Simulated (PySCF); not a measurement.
One of the candidates below gave these computed data.

All candidates are C5H5F.

| technique | computed result |
| --- | --- |
| Couplings | largest of the computed one-bond spin–spin couplings (means over like bonds): 19F–13C -330.2, 13C–1H +247.3, 13C–1H +177.0, 13C–1H +175.5 (×2), 13C–1H +172.2, 13C–13C +100.8, 13C–13C +94.8, 13C–13C +68.1 Hz [B3LYP/pcJ-1, spin–dipole term left out for some pairs] |
| UV, first state | lowest singlet excitation: 5.29 eV (234 nm, f = 0.399) [TDDFT CAM-B3LYP/def2-SVPD] |
| Valence photoelectron | vertical ionisation energy: 8.96 eV [ΔSCF CAM-B3LYP/def2-SVPD] |
| Triplet | lowest triplet excitation (Tamm–Dancoff): 2.98 eV [TDA CAM-B3LYP/def2-SVPD] |
| Rotational structure | rotational constants A, B, C: 7.434, 2.776, 2.049 GHz [PBE0-D3(BJ)/def2-SVP] |
| Dipole | 1.16 D [CAM-B3LYP/def2-SVPD] |
| Polarisability | 62.4 au [CAM-B3LYP/def2-SVPD] |

Gas-phase values; electronic properties from PySCF, density fitting. Levels stand in brackets. The structure is a single PBE0-D3(BJ)/def2-SVP conformer in the gas phase; no vibrational or solvent corrections.

Task: Which candidate is it?
A. `C=C(F)C#CC`
B. `CC(F)=C1C=C1`
C. `C=C(F)C1=CC1`

Result: C. It is `C=C(F)C1=CC1`. Numbering: `[CH2:1]=[C:2]([F:3])[C:4]1=[CH:5][CH2:6]1`. Its formula, C5H5F, gives 3 degrees of unsaturation: 1 ring and 2 π bonds in the structure found. The couplings run between: -330.2 Hz, vinyl fluorine [F3] and vinylic C–F carbon [C2]; +247.3 Hz, alkene CH carbon [C5] and its hydrogen; +177.0 Hz, terminal =CH2 carbon [C1] and its hydrogen; +175.5 Hz, allylic carbon [C6] and its hydrogen (with 1 like pair); +172.2 Hz, terminal =CH2 carbon [C1] and its hydrogen; +100.8 Hz, vinylic C–F carbon [C2] and fully substituted alkene carbon [C4]; +94.8 Hz, terminal =CH2 carbon [C1] and vinylic C–F carbon [C2]; +68.1 Hz, fully substituted alkene carbon [C4] and alkene CH carbon [C5]. The first electron is taken from the HOMO, whose largest Löwdin shares are 0.23 on the alkene CH carbon, 0.21 on the terminal =CH2 carbon, 0.17 on the fully substituted alkene carbon and 0.13 on the vinylic C–F carbon. The optimised geometry has point group Cs and is an asymmetric top.

The others, at the same levels:
- `C=C(F)C#CC` fails: its computed lowest singlet excitation is 5.61 eV (221 nm, f = 0.001) (against 5.29 eV), lowest triplet excitation (Tamm–Dancoff) is 3.45 eV (against 2.98 eV) and static isotropic polarisability is 65.3 au (against 62.4 au).
- `CC(F)=C1C=C1` fails: its computed lowest singlet excitation is 4.08 eV (304 nm, f = 0.014) (against 5.29 eV), vertical ionisation energy is 7.83 eV (against 8.96 eV) and static isotropic polarisability is 59.7 au (against 62.4 au).

Each candidate is one conformer, not necessarily the lowest. The conformers computed, where there is a choice (atom-mapped SMILES and torsion angles):
- `[CH2:1]=[C:2]([F:3])[C:4]1=[CH:5][CH2:6]1`: C1–C2–C4–C5 180°

One-bond C–F couplings are unscaled; at this level they come out some 30 % too large in size.
